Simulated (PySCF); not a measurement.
# CCl3F: NMR shieldings

Wanted: NMR shieldings for CCl3F (`FC(Cl)(Cl)Cl`).

Computed with PySCF 2.14.0 and routines of our own; the level stands in each step. Atoms count from 0.

### Step 1. The starting structure

5 atoms, charge 0, multiplicity 1; geometry from: GFN2-xTB.

### Step 2. Geometry optimisation at PBE0-D3(BJ)/def2-SVP

Job settings and geometry (Å):

```
{"job": {"xc": "PBE0", "basis": "def2-SVP", "d3": "d3bj", "grid": 1, "maxiter": 30, "shake": 0.01, "kind": "geom"}, "charge": 0, "multiplicity": 1}
F      0.080710    -0.166600     1.400240
C     -0.001040    -0.010840     0.064570
Cl    -0.478130     1.658240    -0.321300
Cl     1.635980    -0.368360    -0.607400
Cl    -1.203950    -1.146420    -0.574000
```

Run with:

```
> OMP_NUM_THREADS=1 python heavy_run.py task.json out
```

One launch serves the whole session: the jobs run in the order shown.

The program printed:

```text
step   0  E = -1517.39973234  max force = 0.018828
step   1  E = -1517.38539504  max force = 0.074038
step   2  E = -1517.39717180  max force = 0.028251
step   3  E = -1517.40072065  max force = 0.007234
step   4  E = -1517.40096363  max force = 0.002024
step   5  E = -1517.40098823  max force = 0.000574
step   6  E = -1517.40099049  max force = 0.000232
optimisation converged
```

Run time: 16 s. Hardware: 1 thread of Arm Neoverse V1, shared host; peak memory 0.35 GiB.

Step by step: (the energy doesn't fall at every step)

| step | energy from step 0 (eV) | largest force component (eV/Å) |
| --- | --- | --- |
| 0 | 0.0000 | 0.9682 |
| 1 | 0.3901 | 3.8072 |
| 2 | 0.0697 | 1.4527 |
| 3 | -0.0269 | 0.3720 |
| 4 | -0.0335 | 0.1041 |
| 5 | -0.0342 | 0.0295 |
| 6 | -0.0342 | 0.0119 |

Distances of close pairs at the start and the end, largest changes first:

| bond | before (Å) | after (Å) | change (Å) |
| --- | --- | --- | --- |
| C1–Cl3 | 1.805 | 1.767 | -0.039 |
| F0–C1 | 1.347 | 1.326 | -0.021 |
| C1–Cl2 | 1.778 | 1.766 | -0.012 |
| C1–Cl4 | 1.773 | 1.767 | -0.006 |

The next job starts from the end point, and lists it.

| at the end point | value |
| --- | --- |
| point group (found at 0.08 Å tolerance) | C3v |
| rotational constants (GHz, main isotopes) | 2.461, 2.461, 1.719 |
| dipole moment (D) | 0.30 |

### Step 3. NMR shieldings: PBE0/x2c-SVPall-2c, spin–orbit

Job settings and geometry (Å):

```
{"job": {"xc": "PBE0", "basis": "x2c-SVPall-2c", "rel": "so", "kind": "hnmr"}, "charge": 0, "multiplicity": 1}
F      0.132129     0.655705    -1.233961
C      0.013648     0.027713    -0.071598
Cl     1.222264     0.672586     1.043688
Cl    -1.613070     0.307878     0.558031
Cl     0.279958    -1.699699    -0.332733
```

Level: PBE0/x2c-SVPall-2c GIAO NMR shielding, X2C with spin-orbit coupling, screened-nuclear two-electron part, Gaussian nuclei, gas phase.

The program printed:

```text
spin-free SCF
coarse grid: 7048 points
cycle   1  E = -1521.4034380875  dE =  7.848e-01  |g| = 8.292e-01  |ddm| = 2.446e+00
cycle   2  E = -1521.0487589079  dE =  3.547e-01  |g| = 1.584e+00  |ddm| = 1.811e+00
cycle   3  E = -1521.5568146860  dE = -5.081e-01  |g| = 5.546e-02  |ddm| = 1.207e+00
cycle   4  E = -1521.5569097028  dE = -9.502e-05  |g| = 4.474e-02  |ddm| = 7.375e-02
cycle   5  E = -1521.5573093960  dE = -3.997e-04  |g| = 8.685e-03  |ddm| = 4.271e-02
cycle   6  E = -1521.5573221678  dE = -1.277e-05  |g| = 6.408e-04  |ddm| = 7.654e-03
cycle   7  E = -1521.5573222447  dE = -7.687e-08  |g| = 1.441e-04  |ddm| = 7.049e-04
final grid: 58056 points
cycle   8  E = -1521.7199158399  dE = -1.359e-05  |g| = 4.486e-03  |ddm| = 1.233e-02
cycle   9  E = -1521.7199122783  dE =  3.562e-06  |g| = 6.185e-03  |ddm| = 8.075e-03
cycle  10  E = -1521.7199193058  dE = -7.027e-06  |g| = 8.423e-04  |ddm| = 4.703e-03
cycle  11  E = -1521.7199194167  dE = -1.109e-07  |g| = 1.887e-04  |ddm| = 8.665e-04
cycle  12  E = -1521.7199194243  dE = -7.614e-09  |g| = 3.969e-05  |ddm| = 1.964e-04
converged SCF energy = -1521.7199194243
two-component SCF
cycle   1  E = -1521.7184868891  dE = -1.522e+03  |FDS-SDF| = 2.142e-01
cycle   2  E = -1521.7202203092  dE = -1.733e-03  |FDS-SDF| = 1.091e-02
cycle   3  E = -1521.7202369537  dE = -1.664e-05  |FDS-SDF| = 1.077e-03
cycle   4  E = -1521.7202386637  dE = -1.710e-06  |FDS-SDF| = 3.190e-04
cycle   5  E = -1521.7202387356  dE = -7.194e-08  |FDS-SDF| = 2.910e-04
cycle   6  E = -1521.7202387608  dE = -2.518e-08  |FDS-SDF| = 2.851e-05
converged, E = -1521.7202387608

Field gradients (au) and densities at the nuclei (bohr^-3)
atom        Vxx        Vyy        Vzz        centre      nuclear mean
  0 F     -1.4544    -1.4555     2.9099        417.156        417.155
  1 C     -0.0523    -0.0528     0.1051        114.329        114.329
  2 Cl    -2.2197    -2.3033     4.5230       3056.603       3056.562
  3 Cl    -2.2195    -2.3039     4.5234       3056.603       3056.562
  4 Cl    -2.2198    -2.3049     4.5247       3056.604       3056.563

Core orbital energies (eV)
atom   shell        mean    spread
  2 Cl 1s        -2776.055   0.000
  2 Cl 2s         -261.581   0.000
  2 Cl 3s          -24.101   0.000
  2 Cl 2p1/2      -199.335   0.000
  2 Cl 2p3/2      -197.653   0.189
  3 Cl 1s        -2776.054   0.000
  3 Cl 2s         -261.580   0.000
  3 Cl 3s          -24.100   0.000
  3 Cl 2p1/2      -199.334   0.000
  3 Cl 2p3/2      -197.652   0.189
  4 Cl 1s        -2776.053   0.000
  4 Cl 2s         -261.579   0.000
  4 Cl 3s          -24.097   0.000
  4 Cl 2p1/2      -199.332   0.000
  4 Cl 2p3/2      -197.651   0.189

Shielding tensors (ppm)
atom      isotropic    diamagn.    paramagn.     s11        s22        s33       span
  0 F       214.68      465.97     -251.28     208.28     208.41     227.37      19.08
  1 C        73.60      236.03     -162.43      68.17      68.20      84.43      16.26
  2 Cl      422.17     1127.39     -705.22     152.10     186.98     927.44     775.34
  3 Cl      421.85     1127.40     -705.55     151.37     186.66     927.53     776.16
  4 Cl      421.36     1127.38     -706.02     150.43     185.83     927.83     777.40
```

Wall time 28 s (1 thread of Arm Neoverse V1, shared host); peak memory 0.77 GiB.

Key values:

| quantity | value |
| --- | --- |
| energy from spin-orbit coupling | -0.0003 Eh |

The fields below are evaluated on a grid from the run's orbitals.

Frontier orbitals at PBE0/x2c-SVPall-2c, with the share of their density that lies nearest to each atom:

| orbital | energy (eV) | lies on |
| --- | --- | --- |
| HOMO | -9.02 | Cl2, Cl3, Cl4 about 33 % each |
| LUMO | -0.67 | C1 33 %; Cl2, Cl3, Cl4 about 22 % each |

ELF in a plane through or near 3 of the atoms.

Ten even steps from '0' (0.00) to '9' (0.96):
```
0000000000000000000000000000
0000000000000000000000000000
0000000000000000000000000000
0000000012210000000000000000
0000001456664000134431000000
0000023689986200477764200000
0000236876997202799986320000
0001358546167213784467531000
0002579735267545728738742000
0001478986778657850249853000
0000145542135665446898741000
0000000000247875201356420000
0000000036883247630000000000
0000000478956946985100000000
0000000478982229986300000000
0000000256788888875200000000
0000000013444555542000000000
0000000000111111100000000000
0000000000000000000000000000
0000000000000000000000000000
```
The map spans 8.3 Å across and 8.5 Å up, centred on the molecule. Atoms in the plane (x, y in Å): Cl2 (1.5, 0.7), Cl3 (-0.2, -1.7), Cl4 (-1.4, 1.0).

On the surface of density 0.002 e/bohr³ the electrostatic potential runs, from the 1st to the 99th percentile, from -0.19 V near F0 to 0.76 V near Cl2.

### Step 4. NMR shieldings: PBE0/x2c-SVPall-2c, spin-free

Job settings and geometry (Å):

```
{"job": {"xc": "PBE0", "basis": "x2c-SVPall-2c", "rel": "sf", "kind": "hnmr"}, "charge": 0, "multiplicity": 1}
F      0.132129     0.655705    -1.233961
C      0.013648     0.027713    -0.071598
Cl     1.222264     0.672586     1.043688
Cl    -1.613070     0.307878     0.558031
Cl     0.279958    -1.699699    -0.332733
```

Method: PBE0/x2c-SVPall-2c GIAO NMR shielding, spin-free X2C, Gaussian nuclei, gas phase.

The program printed:

```text
spin-free SCF
coarse grid: 7048 points
cycle   1  E = -1521.4034380875  dE =  7.848e-01  |g| = 8.292e-01  |ddm| = 2.446e+00
cycle   2  E = -1521.0487589079  dE =  3.547e-01  |g| = 1.584e+00  |ddm| = 1.811e+00
cycle   3  E = -1521.5568146860  dE = -5.081e-01  |g| = 5.546e-02  |ddm| = 1.207e+00
cycle   4  E = -1521.5569097028  dE = -9.502e-05  |g| = 4.474e-02  |ddm| = 7.375e-02
cycle   5  E = -1521.5573093960  dE = -3.997e-04  |g| = 8.685e-03  |ddm| = 4.271e-02
cycle   6  E = -1521.5573221678  dE = -1.277e-05  |g| = 6.408e-04  |ddm| = 7.654e-03
cycle   7  E = -1521.5573222447  dE = -7.687e-08  |g| = 1.441e-04  |ddm| = 7.049e-04
final grid: 58056 points
cycle   8  E = -1521.7199158399  dE = -1.359e-05  |g| = 4.486e-03  |ddm| = 1.233e-02
cycle   9  E = -1521.7199122783  dE =  3.562e-06  |g| = 6.185e-03  |ddm| = 8.075e-03
cycle  10  E = -1521.7199193058  dE = -7.027e-06  |g| = 8.423e-04  |ddm| = 4.703e-03
cycle  11  E = -1521.7199194167  dE = -1.109e-07  |g| = 1.887e-04  |ddm| = 8.665e-04
cycle  12  E = -1521.7199194243  dE = -7.614e-09  |g| = 3.969e-05  |ddm| = 1.964e-04
converged SCF energy = -1521.7199194243
check of the scalar solution
cycle   1  E = -1521.7199194243  dE = -1.522e+03  |FDS-SDF| = 3.969e-05
cycle   2  E = -1521.7199194241  dE =  2.151e-10  |FDS-SDF| = 5.040e-05
converged, E = -1521.7199194241

Field gradients (au) and densities at the nuclei (bohr^-3)
atom        Vxx        Vyy        Vzz        centre      nuclear mean
  0 F     -1.4545    -1.4556     2.9100        417.157        417.156
  1 C     -0.0523    -0.0528     0.1051        114.329        114.329
  2 Cl    -2.2200    -2.3036     4.5236       3056.608       3056.567
  3 Cl    -2.2198    -2.3042     4.5240       3056.609       3056.568
  4 Cl    -2.2201    -2.3052     4.5253       3056.609       3056.568

Core orbital energies (eV)
atom   shell        mean    spread
  2 Cl 1s        -2776.054   0.000
  2 Cl 2s         -261.581   0.000
  2 Cl 3s          -24.101   0.000
  2 Cl 2p         -198.213   0.304
  3 Cl 1s        -2776.053   0.000
  3 Cl 2s         -261.580   0.000
  3 Cl 3s          -24.100   0.000
  3 Cl 2p         -198.212   0.304
  4 Cl 1s        -2776.052   0.000
  4 Cl 2s         -261.579   0.000
  4 Cl 3s          -24.097   0.000
  4 Cl 2p         -198.211   0.304

Shielding tensors (ppm)
atom      isotropic    diamagn.    paramagn.     s11        s22        s33       span
  0 F       212.91      467.72     -254.80     204.73     204.85     229.16      24.43
  1 C        47.76      236.44     -188.68      47.58      47.63      48.06       0.48
  2 Cl      431.69     1145.72     -714.03     154.18     189.35     951.53     797.35
  3 Cl      431.36     1145.73     -714.37     153.44     189.03     951.62     798.17
  4 Cl      430.86     1145.71     -714.85     152.47     188.17     951.93     799.45
```

Run time: 8.4 s. Hardware: 1 thread of Arm Neoverse V1, shared host; peak memory 0.59 GiB.

### Step 5. NMR shieldings: PBE0/x2c-SVPall-2c in water, spin–orbit

Job settings and geometry (Å):

```
{"job": {"xc": "PBE0", "basis": "x2c-SVPall-2c", "rel": "so", "solvent": "water", "kind": "hnmr"}, "charge": 0, "multiplicity": 1}
F      0.132129     0.655705    -1.233961
C      0.013648     0.027713    -0.071598
Cl     1.222264     0.672586     1.043688
Cl    -1.613070     0.307878     0.558031
Cl     0.279958    -1.699699    -0.332733
```

With the program's defaults for keys left out, this is: PBE0/x2c-SVPall-2c GIAO NMR shielding, X2C with spin-orbit coupling, screened-nuclear two-electron part, Gaussian nuclei, IEF-PCM water.

The program printed:

```text
spin-free SCF
coarse grid: 7048 points
cycle   1  E = -1521.4063197487  dE =  7.825e-01  |g| = 8.188e-01  |ddm| = 2.445e+00
cycle   2  E = -1521.0917269778  dE =  3.146e-01  |g| = 1.514e+00  |ddm| = 1.754e+00
cycle   3  E = -1521.5580901986  dE = -4.664e-01  |g| = 4.108e-02  |ddm| = 1.136e+00
cycle   4  E = -1521.5582237247  dE = -1.335e-04  |g| = 2.588e-02  |ddm| = 4.717e-02
cycle   5  E = -1521.5583550664  dE = -1.313e-04  |g| = 7.076e-03  |ddm| = 2.579e-02
cycle   6  E = -1521.5583634590  dE = -8.393e-06  |g| = 6.061e-04  |ddm| = 6.046e-03
final grid: 58056 points
cycle   7  E = -1521.7209578113  dE = -1.391e-05  |g| = 4.133e-03  |ddm| = 1.221e-02
cycle   8  E = -1521.7209550842  dE =  2.727e-06  |g| = 5.527e-03  |ddm| = 7.443e-03
cycle   9  E = -1521.7209608378  dE = -5.754e-06  |g| = 7.770e-04  |ddm| = 4.246e-03
cycle  10  E = -1521.7209609339  dE = -9.608e-08  |g| = 1.298e-04  |ddm| = 7.598e-04
cycle  11  E = -1521.7209609372  dE = -3.291e-09  |g| = 4.268e-05  |ddm| = 1.426e-04
converged SCF energy = -1521.7209609372
two-component SCF
cycle   1  E = -1521.7195284238  dE = -1.522e+03  |FDS-SDF| = 2.142e-01
cycle   2  E = -1521.7212617764  dE = -1.733e-03  |FDS-SDF| = 1.091e-02
cycle   3  E = -1521.7212783867  dE = -1.661e-05  |FDS-SDF| = 1.074e-03
cycle   4  E = -1521.7212800857  dE = -1.699e-06  |FDS-SDF| = 2.994e-04
cycle   5  E = -1521.7212801590  dE = -7.331e-08  |FDS-SDF| = 2.575e-04
cycle   6  E = -1521.7212801786  dE = -1.956e-08  |FDS-SDF| = 2.725e-05
converged, E = -1521.7212801786

Field gradients (au) and densities at the nuclei (bohr^-3)
atom        Vxx        Vyy        Vzz        centre      nuclear mean
  0 F     -1.4527    -1.4539     2.9066        417.144        417.143
  1 C     -0.0541    -0.0546     0.1088        114.330        114.330
  2 Cl    -2.2197    -2.3027     4.5224       3056.608       3056.567
  3 Cl    -2.2194    -2.3034     4.5228       3056.608       3056.567
  4 Cl    -2.2197    -2.3042     4.5239       3056.608       3056.567

Core orbital energies (eV)
atom   shell        mean    spread
  2 Cl 1s        -2776.024   0.000
  2 Cl 2s         -261.549   0.000
  2 Cl 3s          -24.066   0.000
  2 Cl 2p1/2      -199.303   0.000
  2 Cl 2p3/2      -197.621   0.189
  3 Cl 1s        -2776.023   0.000
  3 Cl 2s         -261.548   0.000
  3 Cl 3s          -24.064   0.000
  3 Cl 2p1/2      -199.302   0.000
  3 Cl 2p3/2      -197.620   0.188
  4 Cl 1s        -2776.022   0.000
  4 Cl 2s         -261.547   0.000
  4 Cl 3s          -24.061   0.000
  4 Cl 2p1/2      -199.301   0.000
  4 Cl 2p3/2      -197.619   0.188

Shielding tensors (ppm)
atom      isotropic    diamagn.    paramagn.     s11        s22        s33       span
  0 F       217.02      466.07     -249.05     210.57     210.69     229.81      19.24
  1 C        73.64      236.07     -162.43      68.24      68.27      84.41      16.17
  2 Cl      423.52     1127.36     -703.84     154.18     187.42     928.96     774.78
  3 Cl      423.18     1127.37     -704.19     153.42     187.08     929.04     775.62
  4 Cl      422.73     1127.35     -704.62     152.52     186.29     929.36     776.84
```

Wall time 30 s (1 thread of Arm Neoverse V1, shared host); peak memory 0.78 GiB.

From this job:

| quantity | value |
| --- | --- |
| energy from spin-orbit coupling | -0.0003 Eh |

(Part 1 of 2 ends here.)
